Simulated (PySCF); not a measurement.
## Ionisation energy of Mg by level of theory

Mg [Ne] 3s2 (1S) → Mg⁺ [Ne] 3s1 (2S), as a difference of total energies. All numbers are calculated (PySCF 2.14, scalar relativity by spin-free X2C-1e, in dyall-av3z). Correlated levels: valence: [Ne] frozen; virtual orbitals above 40 to 60 times the deepest correlated orbital energy dropped. The calculations carry no spin-orbit coupling.

| method | ionisation energy (eV) | error (eV) |
| --- | --- | --- |
| UHF | 6.615 | -1.031 |
| LDA | 7.732 | +0.086 |
| PBE | 7.624 | -0.022 |
| PBE0 | 7.552 | -0.094 |
| r2SCAN | 7.380 | -0.266 |
| M06-2X | 7.776 | +0.130 |
| BHandHLYP | 7.560 | -0.086 |
| LC-wPBE | 7.477 | -0.169 |
| MP2 (valence) | 7.270 | -0.376 |
| SCS-MP2 (valence) | 7.401 | -0.245 |

Reference: 7.646 eV (measured; NIST Atomic Spectra Database, ionization energies).

Errors of the correlated levels include the incompleteness of this basis and the frozen core.

MP2 underrates the near-degeneracy of ns² with np² in the lower species.
